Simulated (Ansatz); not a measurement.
## CCl (charge +1): a ladder of methods at one geometry

Run with Ansatz 0.2.0 through its Python package.

Script `run_methods.py`:
```python
"""CCl(+) at several levels of theory."""

from pathlib import Path
import warnings

import ansatz as az
from ase import Atoms
import numpy as np

BASIS = "def2-SVP"
NET_CHARGE = 1

warnings.simplefilter("ignore", az.DeckWarning)

atoms = Atoms(["C", "Cl"], positions=[
    [0.0, 0.0, 0.0],
    [0.0, 0.0, 1.78],
])
ccl = az.Crystal.molecule_from_ase(atoms)

setup = ccl.calculation().basis(gaussian=BASIS).charge(NET_CHARGE)

print("functional    E (Ha)        dipole (D)   HOMO (eV)  LUMO (eV)")
for name in ["b3lyp", "hf", "pbe0", "r2scan", "revpbe"]:
    r = setup.functional(name).forces().orbitals().run(runs_dir="runs").report
    lines = Path(r["orbitals_path"]).read_text().splitlines()
    field_of = lambda key: [line.split("=")[1].strip() for line in lines if line.startswith(key)]
    orbitals = [(27.211386 * float(e), s, float(n)) for e, s, n in zip(field_of("Ene="), field_of("Spin="), field_of("Occup="))]
    homo = max(e for e, _, n in orbitals if n > 0.5)
    lumo = min(e for e, _, n in orbitals if n < 0.5)
    dipole = 4.803205 * np.linalg.norm(r["charge_distribution"]["dipole_moment_e_ang"])
    print(f"{name:10s} {r['free_energy_ev'] / 27.211386246:14.6f} {dipole:9.3f} {homo:11.3f} {lumo:10.3f}")
```

`python run_methods.py` gives:
```text
functional    E (Ha)        dipole (D)   HOMO (eV)  LUMO (eV)
b3lyp         -497.608294     1.465     -18.960    -12.970
hf            -496.673454     2.343     -22.243     -8.407
pbe0          -497.387812     1.600     -19.276    -12.760
r2scan        -497.537522     1.506     -18.190    -13.721
revpbe        -497.518033     1.334     -17.720    -13.723
```

Total energies depend on the basis set; only differences at equal settings carry meaning. The geometry is a force-field or estimated start, not a minimum of this method, and the basis set is short of its limit. A lower total doesn't mark the better method: functionals have no common bound, and MP2 and coupled cluster aren't variational. An ion's dipole depends on the origin; the program takes it about the centre of nuclear charge. b3lyp holds the VWN-RPA fit, as in Gaussian; the form of ORCA and Turbomole is b3lyp5. Levels such as HOMO and LUMO are orbital energies: with these approximate functionals they aren't the ionisation energy and electron affinity, and their gap isn't the fundamental gap. The spin state was assumed, and another may lie lower. It ran for 3.7 s on 1 thread of Intel(R) Xeon(R) Platinum 8488C (Sapphire Rapids), with other jobs on the host, peak memory 0.17 GiB.
